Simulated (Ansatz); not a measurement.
# How far each method lies from UCCSDT(Q) for SiH⁻, triplet

Geometry: a PBE0/def2-TZVPD stationary point for this spin.

```xyz
2

Si    0.0000    0.0000    0.0000
H     0.0000    0.0000    1.5594
```

Basis aug-cc-pVTZ; Ansatz 0.2.0. Correlated methods freeze the noble-gas cores, which leaves 6 electrons in 68 orbitals. R marks a restricted (for open shells ROHF) determinant, U an unrestricted one. Active spaces: valence = (6e, 5o) chosen from the atoms' valence shells.

Full CI isn't at hand for all of this; UCCSDT(Q) serves as the reference, and is uncertain by the last step of the cluster series or more. The frozen core follows each run's orbitals, which can shift R against U totals by a few meV.

```
UHF ⟨S²⟩                          : 2.036
T1 diagnostic (RCCSD)             : 0.0228
largest doubles amplitude (RCCSD) : 0.033
T1 diagnostic (UCCSD)             : 0.0229
```

| level | E − E(RHF) (eV) |
| --- | --- |
| UHF | -0.1553 |
| RMP2 | -2.8920 |
| UMP2 | -2.8437 |
| RCCSD | -3.4440 |
| UCCSD | -3.4506 |
| RCCSD(T) | -3.5937 |
| UCCSD(T) | -3.5934 |

(1) Estimate how far UCCSDT(Q) in aug-cc-pVTZ lies from RCCSD(T). The table doesn't fix it; the size of (T) and the diagnostics are the guide.

(1) UCCSDT(Q) in aug-cc-pVTZ lies 0.83 kcal/mol below RCCSD(T), which is 24 % of the (T) step (-3.45 kcal/mol). The diagnostics are small and one determinant leads, so the series closes fast and only a small part of (T) is left.

The other levels:

| level | E − E(UCCSDT(Q)) (kcal/mol) | share of correlation (%) | wall time |
| --- | --- | --- | --- |
| BCCD(T) | 0.83 | 99.01 | 2.8 s |
| RCCSDT | 0.17 | 99.80 | – |
| UCCSDT | 0.14 | 99.83 | – |
| RCCSDT(Q) | 0.02 | 99.97 | 46 s |
| CASSCF (valence space) | 73.24 | 12.50 | – |
| NEVPT2 (valence space) | 19.72 | 76.44 | 1.2 s |
| NEVPT4(SD) (valence space) | 3.06 | 96.34 | 1.8 s |
| MRCISD (valence space) | 6.18 | 92.61 | – |
| MRCISD+Q (valence space) | 0.71 | 99.15 | 2 s |

The correlation energy at UCCSDT(Q), counted from RHF, is -3.630 eV. That run took 46 s on 1 thread of Arm Neoverse V1, shared host.

Times hold each run's SCF and search for its determinant on a shared host, so for small cases they say little of a method's own cost; they ran on 1 thread of Arm Neoverse V1. Some runs computed forces too.

Natural occupations of CASSCF (valence space) about the gap: 1.996 1.973 1.000 1.000 0.031; effectively unpaired electrons, Σ n²(2−n)², 2.01.
